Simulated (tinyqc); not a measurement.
Inside a calculation. Method: UKS/LDA (VWN5) in the sto-6g basis, for NH, spin multiplicity 3. One step of it, computed by the program tinyqc.

Question. Iteration 1: building the Kohn-Sham matrix. J_ij = sum D_kl (ij|kl) with D = D(alpha) + D(beta); F = H + J + V_xc; E = tr D H + tr D J / 2 + E_xc + E_nn.

D(alpha) at the start:
```
            1N 1s      1N 2s    1N 2px    1N 2py     1N 2pz      2H 1s
1N 1s    1.328242  -0.303397  0.000000  0.000000   0.001558  -0.007150
1N 2s   -0.303397   1.322378  0.000000  0.000000  -0.007306   0.037471
1N 2px   0.000000   0.000000  0.620277  0.000000   0.000000   0.000000
1N 2py   0.000000   0.000000  0.000000  0.620277   0.000000   0.000000
1N 2pz   0.001558  -0.007306  0.000000  0.000000   0.609714   0.041371
2H 1s   -0.007150   0.037471  0.000000  0.000000   0.041371   0.614353
```

D(beta) at the start:
```
            1N 1s      1N 2s    1N 2px    1N 2py     1N 2pz      2H 1s
1N 1s    0.796945  -0.182038  0.000000  0.000000   0.000935  -0.004290
1N 2s   -0.182038   0.793427  0.000000  0.000000  -0.004384   0.022483
1N 2px   0.000000   0.000000  0.372166  0.000000   0.000000   0.000000
1N 2py   0.000000   0.000000  0.000000  0.372166   0.000000   0.000000
1N 2pz   0.000935  -0.004384  0.000000  0.000000   0.365828   0.024823
2H 1s   -0.004290   0.022483  0.000000  0.000000   0.024823   0.368612
```

core Hamiltonian H = T + V (hartree):
```
             1N 1s      1N 2s     1N 2px     1N 2py     1N 2pz      2H 1s
1N 1s   -24.728304  -5.392615   0.000000   0.000000  -0.005201  -0.222441
1N 2s    -5.392615  -6.483526   0.000000   0.000000  -0.062660  -0.696601
1N 2px    0.000000   0.000000  -5.205157   0.000000   0.000000   0.000000
1N 2py    0.000000   0.000000   0.000000  -5.205157   0.000000   0.000000
1N 2pz   -0.005201  -0.062660   0.000000   0.000000  -5.234174  -0.660073
2H 1s    -0.222441  -0.696601   0.000000   0.000000  -0.660073  -2.507554
```

Two-electron integrals (ij|kl) in chemists' order, unique and non-zero (hartree):
```
(11|11) 4.168742   (21|11) 0.583648   (21|21) 0.104114   (22|11) 0.968487
(22|21) 0.214450   (22|22) 0.708398   (31|31) 0.022075   (32|31) 0.033611
(32|32) 0.156576   (33|11) 0.968488   (33|21) 0.214450   (33|22) 0.708398
(33|33) 0.763241   (41|41) 0.022075   (42|41) 0.033611   (42|42) 0.156576
(43|43) 0.041133   (44|11) 0.968488   (44|21) 0.214450   (44|22) 0.708398
(44|33) 0.680975   (44|44) 0.763241   (51|51) 0.022075   (52|51) 0.033611
(52|52) 0.156576   (53|53) 0.041133   (54|54) 0.041133   (55|11) 0.968488
(55|21) 0.214450   (55|22) 0.708398   (55|33) 0.680975   (55|44) 0.680975
(55|55) 0.763241   (61|11) 0.025222   (61|21) 0.004326   (61|22) 0.008762
(61|33) 0.008739   (61|44) 0.008739   (61|51) 0.000245   (61|52) 0.000487
(61|55) 0.008806   (61|61) 0.000184   (62|11) 0.085958   (62|21) 0.019416
(62|22) 0.074236   (62|33) 0.072650   (62|44) 0.072650   (62|51) 0.001711
(62|52) 0.014224   (62|55) 0.077408   (62|61) 0.000823   (62|62) 0.011849
(63|31) 0.001743   (63|32) 0.010748   (63|53) 0.002633   (63|63) 0.001253
(64|41) 0.001743   (64|42) 0.010748   (64|54) 0.002633   (64|64) 0.001253
(65|11) 0.080343   (65|21) 0.018341   (65|22) 0.074094   (65|33) 0.071017
(65|44) 0.071017   (65|51) 0.003036   (65|52) 0.023089   (65|55) 0.080249
(65|61) 0.000801   (65|62) 0.014094   (65|65) 0.017709   (66|11) 0.290913
(66|21) 0.066726   (66|22) 0.289666   (66|33) 0.280923   (66|44) 0.280923
(66|51) 0.005143   (66|52) 0.060521   (66|55) 0.307151   (66|61) 0.002824
(66|62) 0.068211   (66|65) 0.089478   (66|66) 0.774999
```

nuclear repulsion = 2.03865739 hartree

V_xc(alpha) (hartree):
```
            1N 1s      1N 2s     1N 2px     1N 2py     1N 2pz      2H 1s
1N 1s   -2.729456  -0.337421   0.000000   0.000000   0.000060  -0.015049
1N 2s   -0.337421  -0.673733   0.000000   0.000000  -0.002578  -0.067863
1N 2px   0.000000   0.000000  -0.672646   0.000000   0.000000   0.000000
1N 2py   0.000000   0.000000   0.000000  -0.672646   0.000000   0.000000
1N 2pz   0.000060  -0.002578   0.000000   0.000000  -0.675896  -0.069490
2H 1s   -0.015049  -0.067863   0.000000   0.000000  -0.069490  -0.435145
```

V_xc(beta) (hartree):
```
            1N 1s      1N 2s     1N 2px     1N 2py     1N 2pz      2H 1s
1N 1s   -2.346121  -0.292968   0.000000   0.000000   0.000051  -0.013042
1N 2s   -0.292968  -0.596077   0.000000   0.000000  -0.002265  -0.060657
1N 2px   0.000000   0.000000  -0.595123   0.000000   0.000000   0.000000
1N 2py   0.000000   0.000000   0.000000  -0.595123   0.000000   0.000000
1N 2pz   0.000051  -0.002265   0.000000   0.000000  -0.597976  -0.062301
2H 1s   -0.013042  -0.060657   0.000000   0.000000  -0.062301  -0.390008
```

E_xc = sum of w rho eps_xc = -6.74284719 hartree

Give: Coulomb J; F(alpha); F(beta); total energy of this density.

Answer.

Coulomb J (hartree):
```
         1N 1s  1N 2s  1N 2px  1N 2py  1N 2pz  2H 1s
1N 1s   13.515  2.298   0.000   0.000   0.005  0.097
1N 2s    2.298  5.749   0.000   0.000   0.061  0.611
1N 2px   0.000  0.000   5.741   0.000   0.000  0.000
1N 2py   0.000  0.000   0.000   5.741   0.000  0.000
1N 2pz   0.005  0.061   0.000   0.000   5.767  0.620
2H 1s    0.097  0.611   0.000   0.000   0.620  2.804
```

F(alpha) (hartree):
```
          1N 1s   1N 2s  1N 2px  1N 2py  1N 2pz   2H 1s
1N 1s   -13.942  -3.432   0.000   0.000   0.000  -0.141
1N 2s    -3.432  -1.408   0.000   0.000  -0.004  -0.154
1N 2px    0.000   0.000  -0.137   0.000   0.000   0.000
1N 2py    0.000   0.000   0.000  -0.137   0.000   0.000
1N 2pz    0.000  -0.004   0.000   0.000  -0.143  -0.109
2H 1s    -0.141  -0.154   0.000   0.000  -0.109  -0.139
```

F(beta) (hartree):
```
          1N 1s   1N 2s  1N 2px  1N 2py  1N 2pz   2H 1s
1N 1s   -13.559  -3.387   0.000   0.000   0.000  -0.139
1N 2s    -3.387  -1.330   0.000   0.000  -0.004  -0.147
1N 2px    0.000   0.000  -0.060   0.000   0.000   0.000
1N 2py    0.000   0.000   0.000  -0.060   0.000   0.000
1N 2pz    0.000  -0.004   0.000   0.000  -0.065  -0.102
2H 1s    -0.139  -0.147   0.000   0.000  -0.102  -0.094
```

total energy of this density = -54.51408 hartree

This density is the starting one; it is not idempotent, so its energy is not variational and may lie below the converged one.
